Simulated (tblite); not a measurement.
Q: Give a GFN2-xTB geometry of `C1[CH]S[C@H](S1)F` [radical]. (Doublet state.)

A: 
```
atom  x, y, z in Å
F1     2.0452   -0.7636    0.7889
C2     1.4593    0.2056    0.0362
S3     0.5077    1.3307    1.1677
C4    -1.0172    0.6359    0.8404
C5    -1.0170   -0.6235    0.1137
S6     0.3333   -0.4955   -1.1817
H7     2.2521    0.7741   -0.4540
H8    -1.8813    1.2554    0.9713
H9    -0.7177   -1.4846    0.7171
H10   -1.9556   -0.8299   -0.3934
```

Any rigid rotation of these coordinates is as good. Atoms count from 1 in this order. The C–S distances run from 1.707 Å (S3–C4, drawn single) to 1.876 Å (C5–S6, drawn single), a spread of 0.169 Å. S3 (sulfur bonded to 2 C) is bent (angle 95.4°). C4 (carbon bonded to C, S and H) is almost planar (angles 124.2°, 117.5° and 116.6°, sum 358.3°, 0.10 Å off the plane of its three neighbours). The 5-membered ring C2–S3–C4–C5–S6 has internal angles of 90.6° to 116.6° (sum 518°, against 540° for a flat polygon); it is puckered, 0.23 Å rms from its mean plane, widest ring torsion 45°.

Bonds between heavy atoms (Å): F1–C2 1.360, C2–S3 1.858, S3–C4 1.707, C4–C5 1.454, C5–S6 1.876, C2–S6 1.801.

Structure optimised with GFN2-xTB, isolated species. This method treats the open shell by occupation alone, without spin polarisation.

Point group: C1 (no symmetry element, even within 0.4 Å). Its GFN2-xTB frequencies are all real (lowest 91 cm⁻¹). Torsions: F1–C2–S3–C4 -100°, C2–S3–C4–C5 12°, S3–C4–C5–S6 -39°, C4–C5–S6–C2 45°.

One conformer stands for the species.

The numbers are calculated, not measured.
